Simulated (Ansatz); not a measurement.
**AlH3O (AlH2(OH)): levels of theory compared**

We compute a comparison of 6 runs (B3LYP/STO-3G, UPBE/STO-3G, RPA@PBE/STO-3G, UMP2/STO-3G, CCSD(T)/STO-3G, FCI/STO-3G) of AlH3O (AlH2(OH)). 

The calculation is run with Ansatz 0.2.0.

56 further runs of the same task are left out: 56 set aside as unsound or not needed.

## Step 1: The system as given

AlH3O has 5 atoms, charge 0, and is taken as a singlet. As SMILES, `[H][Al]([H])[OH]`. The H2–Al1 distance was set to 3.063 Å, away from the relaxed value. At this shape a bond of the SMILES string is far longer than usual.

Bond lengths: Al1–O4 1.636 Å, Al1–H3 1.531 Å, O4–H5 0.949 Å. Angles: Al1–O4–H5 179.6°, H3–Al1–O4 120.0°.

## Step 2: A single-point energy at B3LYP/STO-3G (run 1)

Input file in.yaml:

```yaml
crystal:
  periodic: [false, false, false]
  atoms:
    - {symbol: Al, position_ang: [-1.255451, 0.485010, 0.002841]}
    - {symbol: H, position_ang: [1.798980, 0.417230, -0.221380]}
    - {symbol: H, position_ang: [-2.008241, 1.802900, -0.199699]}
    - {symbol: O, position_ang: [-2.082671, -0.886140, 0.338771]}
    - {symbol: H, position_ang: [-2.561501, -1.683440, 0.527911]}
basis:
  gaussian:
    orbitals: STO-3G
hamiltonian:
  xc: {name: B3LYP}
accuracy: high
```

The run is started by

```
$ ansatz run in.yaml --threads 1 --pin off --max-ram 2610MiB --events-out events.jsonl --progress --plain --runs-dir runs
```

The program printed:

```text
Warning: RAYON_NUM_THREADS=1 ignored (pool sized by the plan → 1); use --threads N
Functional definition: B3LYP
  name "B3LYP"
  parameter a0 = 0.2
  parameter ax = 0.72
  parameter ac = 0.81
  exchange = (1 - a0 - ax)*slater_x + ax*b88_x + a0*exact_x
  correlation = (1 - ac)*vwn_rpa_c + ac*lyp_c
285 factors; integrals over basis functions are off by at most 1.7e-8 eV
mean field evaluation 1: about -8571.0191 eV, gradient 3.0e1 eV
mean field evaluation 2: about -8552.4931 eV, gradient 6.5e1 eV
mean field evaluation 4: about -8575.9768 eV, gradient 1.4e1 eV
mean field evaluation 8: about -8578.3256 eV, gradient 7.4e-1 eV
mean field evaluation 16: about -8578.3011 eV, gradient 6.7e-4 eV
mean field -8578.30110863 eV, -315.2467511607 hartree, gradient 5.3e-8 eV, S^2 0.000000; 0 other end points of the search recorded, 0 dependent functions left out
reference -8578.30113896 eV, -315.2467522753 hartree; 12, 12 occupied and 5, 5 virtual orbitals, 285 factors
Total energy: -8578.30113896 eV, -315.2467522753 hartree
```

Wall time 1.3 s (1 thread of Intel Xeon Platinum 8259CL at 2.50GHz (Skylake/Cascade Lake), shared host); peak memory 0.11 GiB.

## Step 3: The energy at UPBE/STO-3G (run 2)

Input file input.yaml:

```yaml
basis:
  gaussian: {orbitals: STO-3G}
crystal:
  periodic: [false, false, false]
  atoms:
    - {symbol: Al, position_ang: [-1.255451, 0.485010, 0.002841]}
    - {symbol: H, position_ang: [1.798980, 0.417230, -0.221380]}
    - {symbol: H, position_ang: [-2.008241, 1.802900, -0.199699]}
    - {symbol: O, position_ang: [-2.082671, -0.886140, 0.338771]}
    - {symbol: H, position_ang: [-2.561501, -1.683440, 0.527911]}
magnetization: {spin_polarized: true}
hamiltonian: {xc: {name: PBE}}
accuracy: high
```

The run is started by

```
$ ansatz run input.yaml --threads 1 --pin off --max-ram 2610MiB --events-out events.jsonl --progress --plain --runs-dir runs
```

The program printed:

```text
Warning: RAYON_NUM_THREADS=1 ignored (pool sized by the plan → 1); use --threads N
Functional definition: PBE
  name "PBE"
  parameter kappa = 0.804
  parameter beta = 0.06672455060314922
  exchange = pbe_x(kappa = kappa, mu = beta*pi^2/3)
  correlation = pbe_c(beta = beta)
285 factors; integrals over basis functions are off by at most 1.7e-8 eV
mean field evaluation 1: about -8563.7486 eV, gradient 2.3e1 eV
mean field evaluation 2: about -8530.7336 eV, gradient 6.7e1 eV
mean field evaluation 4: about -8566.0169 eV, gradient 1.2e1 eV
mean field evaluation 8: about -8569.6467 eV, gradient 1.0e1 eV
mean field evaluation 16: about -8572.0846 eV, gradient 4.3e-9 eV
mean field evaluation 32: about -8572.3645 eV, gradient 1.6e-8 eV
mean field -8572.36446863 eV, -315.0285836647 hartree, gradient 1.6e-8 eV, S^2 0.644585; 4 other end points of the search recorded, 0 dependent functions left out
reference -8572.36447080 eV, -315.0285837445 hartree; 12, 12 occupied and 5, 5 virtual orbitals, 285 factors
Total energy: -8572.36447080 eV, -315.0285837445 hartree
```

It took 6 s on 1 thread of Intel Xeon Platinum 8259CL at 2.50GHz (Skylake/Cascade Lake), shared host; peak memory 0.14 GiB.

Run 3 isn't shown in full; the table further down has it.

## Step 4: A single-point energy at UMP2/STO-3G (run 4)

Input file run.yaml:

```yaml
crystal:
  periodic: [false, false, false]
  atoms:
    - {symbol: Al, position_ang: [-1.255451, 0.485010, 0.002841]}
    - {symbol: H, position_ang: [1.798980, 0.417230, -0.221380]}
    - {symbol: H, position_ang: [-2.008241, 1.802900, -0.199699]}
    - {symbol: O, position_ang: [-2.082671, -0.886140, 0.338771]}
    - {symbol: H, position_ang: [-2.561501, -1.683440, 0.527911]}
basis:
  gaussian: {orbitals: STO-3G}
total_charge: 0
magnetization: {spin_polarized: true}
correlation: {method: mp2, frozen_orbitals: {Al: 5, H: 0, O: 1}}
accuracy: high
```

The run is started by

```
$ ansatz run run.yaml --threads 1 --pin off --max-ram 2610MiB --events-out events.jsonl --progress --plain --runs-dir runs
```

The program printed:

```text
Warning: RAYON_NUM_THREADS=1 ignored (pool sized by the plan → 1); use --threads N
Functional definition: HF
  name "HF"
  exchange = exact_x
  correlation = 0
285 factors; integrals over basis functions are off by at most 1.7e-8 eV
mean field evaluation 1: about -8547.9449 eV, gradient 1.7e1 eV
mean field evaluation 2: about -8547.9598 eV, gradient 1.7e1 eV
mean field evaluation 4: about -8552.2771 eV, gradient 3.0e0 eV
mean field evaluation 8: about -8552.4353 eV, gradient 1.8e-2 eV
mean field evaluation 16: about -8553.0876 eV, gradient 4.1e0 eV
mean field evaluation 32: about -8555.5364 eV, gradient 2.2e-4 eV
mean field evaluation 64: about -8552.4353 eV, gradient 3.0e-8 eV
mean field -8555.56663227 eV, -314.4112745644 hartree, gradient 2.4e-8 eV, S^2 0.966808; 5 other end points of the search recorded, 0 dependent functions left out
6 core orbitals not correlated: weight in the atoms' cores, before any rotation towards them, 1.000 or more for the frozen orbitals, at most 0.000 for the correlated occupied ones
reference -8555.56663227 eV, -314.4112745644 hartree; 6, 6 occupied and 5, 5 virtual orbitals, 285 factors
second order -1.40809231 eV of doubles, -0.00000000 eV of singles
Total energy: -8556.97472458 eV, -314.4630210024 hartree
```

Run time: 0.45 s. Hardware: 1 thread of Intel Xeon Platinum 8259CL at 2.50GHz (Skylake/Cascade Lake), shared host.

Run 5 isn't shown in full; the table further down has it.

## Step 5: The energy at FCI/STO-3G (run 6)

Input file molecule.yaml:

```yaml
crystal:
  periodic: [false, false, false]
  atoms:
    - {symbol: Al, position_ang: [-1.255451, 0.485010, 0.002841]}
    - {symbol: H, position_ang: [1.798980, 0.417230, -0.221380]}
    - {symbol: H, position_ang: [-2.008241, 1.802900, -0.199699]}
    - {symbol: O, position_ang: [-2.082671, -0.886140, 0.338771]}
    - {symbol: H, position_ang: [-2.561501, -1.683440, 0.527911]}
basis:
  gaussian: {orbitals: STO-3G}
total_charge: 0
magnetization: {spin_polarized: false, initial_magnetization: 0}
correlation: {method: fci, frozen_orbitals: {Al: 5, H: 0, O: 1}}
accuracy: high
```

The run is started by

```
$ ansatz run molecule.yaml --threads 1 --pin off --max-ram 2610MiB --events-out events.jsonl --progress --plain --runs-dir runs
```

The program printed:

```text
Warning: RAYON_NUM_THREADS=1 ignored (pool sized by the plan → 1); use --threads N
Functional definition: HF
  name "HF"
  exchange = exact_x
  correlation = 0
285 factors; integrals over basis functions are off by at most 1.7e-8 eV
mean field evaluation 1: about -8547.9449 eV, gradient 2.5e1 eV
mean field evaluation 2: about -8547.9598 eV, gradient 2.5e1 eV
mean field evaluation 4: about -8552.2771 eV, gradient 4.2e0 eV
mean field evaluation 8: about -8552.4353 eV, gradient 4.2e-5 eV
mean field -8552.43527436 eV, -314.2961992838 hartree, gradient 3.0e-8 eV, S^2 0.000000; 0 other end points of the search recorded, 0 dependent functions left out; unrestricted orbitals would lower it
mean field evaluation 16: about -8555.3897 eV, gradient 2.4e0 eV
unrestricted determinant -8555.56663227 eV, -314.4112745644 hartree, S^2 0.9668
6 core orbitals not correlated: weight in the atoms' cores, before any rotation towards them, 1.000 or more for the frozen orbitals, at most 0.000 for the correlated occupied ones
reference -8552.43527436 eV, -314.2961992838 hartree; 6, 6 occupied and 5, 5 virtual orbitals, 285 factors
state -8557.67980955 eV, -314.4889323973 hartree
Total energy: -8557.67980955 eV, -314.4889323973 hartree
```

It took 2.4 s on 1 thread of Intel Xeon Platinum 8259CL at 2.50GHz (Skylake/Cascade Lake), shared host.

## Step 6: The series

| run | level | frozen core orbitals | energy (Eh) | wall time |
| --- | --- | --- | --- | --- |
| 1 | B3LYP/STO-3G | – | -315.246752 | 1.3 s |
| 2 | UPBE/STO-3G | – | -315.028584 | 6 s |
| 3 | RPA@PBE/STO-3G | 6 | -314.526275 | 3.9 s |
| 4 | UMP2/STO-3G | 6 | -314.463021 | 0.45 s |
| 5 | CCSD(T)/STO-3G | 6 | -314.489975 | 0.26 s |
| 6 | FCI/STO-3G | 6 | -314.488932 | 2.4 s |

## Step 7: What came out

```
                                          quantity          value
                               run 6: total energy  -314.48893 Eh
run 6: correlation energy (6 core orbitals frozen)     -192.7 mEh
```

What this shows: Against full CI in this basis: UMP2 +25.9 mEh; CCSD(T) -1.0 mEh. Totals of different functionals can't be ranked against each other. In run 5 the T1 diagnostic is large, so a single reference may not serve. In runs 3, 5 the log says that unrestricted orbitals would lower the reference, so the values rest on an unstable closed-shell determinant (other closed-shell runs at this shape may share the fault). In runs 1, 2, 3, 4, 5, 6 the basis is minimal, so the values are rough. Spin contamination of the reference: run 4 ⟨S²⟩ = 0.97, run 2 ⟨S²⟩ = 0.64. Where it is this large, the reference is a mixture of spin states, and values that rest on it are in doubt. All runs together took 14 s, the longest 6 s.
